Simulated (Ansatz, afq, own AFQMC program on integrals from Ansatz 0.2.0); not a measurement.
# Where AFQMC and coupled cluster stand for H$_{3}$O⁻, triplet

```
atom    x (Å)    y (Å)    z (Å)
   O   0.0702  -0.0031   0.0000
   H  -0.3611   1.2165   0.0000
   H  -0.3765  -0.5840   1.1506
   H  -0.3765  -0.5840  -1.1506
```

Basis 6-31++G**. Noble-gas cores (and the filled d shells of Ga–Kr and In–Xe) are frozen. AFQMC by an in-house program on the Cholesky factors that Ansatz 0.2.0 writes for its CCSD(T) run. ph-AFQMC/CISD is guided by a CISD state made of CCSD amplitudes; releasing the constraint for a short imaginary time cuts its bias at the price of noise, slowly where states lie close. Error bars are statistical, one sigma.

Determinant: UHF, the one that the program's search chose, which needn't be the lowest solution. The geometry is a point of a scan.

No full CI on the walks' own integrals is used here. The released AFQMC energy serves as the reference, which it does only where one determinant dominates, the energy is flat over the last release times and near the phaseless one (40 meV or 2 meV an electron, half that with transition metals). On small molecules, where full CI could be run and the noise was under 10 meV, such values lay within 10 meV of it in 19 cases of 20, a flattering rate, since the rule was set on those same cases; what remains of the bias isn't in the error bar.

Cautions: lower spins were not checked; the released value is read at 2.40 1/Eh with a noise of 27 meV, more than in the cases checked (meV from the phaseless value at times in 1/Eh: 4 ± 18 at 0.24, -32 ± 17 at 0.51, -24 ± 18 at 0.99, -52 ± 21 at 1.62, -29 ± 27 at 2.40).

```
T1 diagnostic                               : 0.0319
weight of the determinant in the CISD state : 0.879
⟨S²⟩ of the determinant                     : 2.022
size of the correlated space                : 10 electrons in 36 orbitals
```

```json
{"level": "MP2", "correlation energy (eV)": "-6.8550"}
{"level": "CCSD", "correlation energy (eV)": "-7.0491"}
{"level": "CCSD(T)", "correlation energy (eV)": "-7.2866"}
```

Question: Estimate where phaseless AFQMC with a CISD trial lies against CCSD(T) on the same integrals.

Answer: 2.3 ± 2.0 kJ/mol below CCSD(T). The gap is under twice the noise, so this walk alone can't tell the two apart.

Reference: AFQMC with the constraint released, correlation energy -7.339 ± 0.027 eV.

| level | E − E(reference) (kJ/mol) | share of correlation (%) |
| --- | --- | --- |
| CCSD(T) | 5.0 ± 2.6 | 99.29 |
| CCSDT | 3.4 ± 2.6 | 99.51 |
| CCSDT(Q) | -0.6 ± 2.6 | 100.08 |
| ph-AFQMC/HF | 23.5 ± 9.0 | 96.69 |
| ph-AFQMC/CISD | 2.8 ± 3.3 | 99.61 |

CCSDT and higher add their correlation energy to the determinant of the CCSD(T) run, since their own runs factorise the integrals more tightly (a shift of under 2 meV). A walk keeps the symmetry of its determinant, which the program's search chose and which needn't be the lowest solution, so a lower state of the same spin and another symmetry isn't excluded. Released energies are given only where the last usable release times agree within the noise; a slower fall can still hide under it.
